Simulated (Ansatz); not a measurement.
Basis-set extrapolation for C4H5NS (`Cc1cncs1`) (PBE0-D4/def2-TZVP geometry, frozen core, the Gaussian-basis code of Ansatz). Multiplicity 1, RHF reference.

```
                     cc-pV(T+d)Z  cc-pV(Q+d)Z
                 HF  -606.437501  -606.454834
    MP2 correlation    -1.023722    -1.092660
CCSD(T) correlation    -1.105351      not run
```

Energies in hartree. Use E(X) = E(∞) + A·exp(−5.46·√X) for Hartree–Fock and E(X) = E(∞) + B·X^(−3.05) for correlation, with X = 3 and 4, and add CCSD(T) minus MP2 of the smaller set to the MP2 limit.

Question: What is the CCSD(T) energy at the basis-set limit?

Answer: HF limit: -606.454834 + (-0.017333) × 0.30130 = -606.46006. MP2 limit: -1.092660 + (-0.068938) × 0.71189 = -1.14174. Higher-order term: -1.105351 − (-1.023722) = -0.08163. Total: -607.68343 hartree, 3.83 eV below CCSD(T)/cc-pV(T+d)Z.
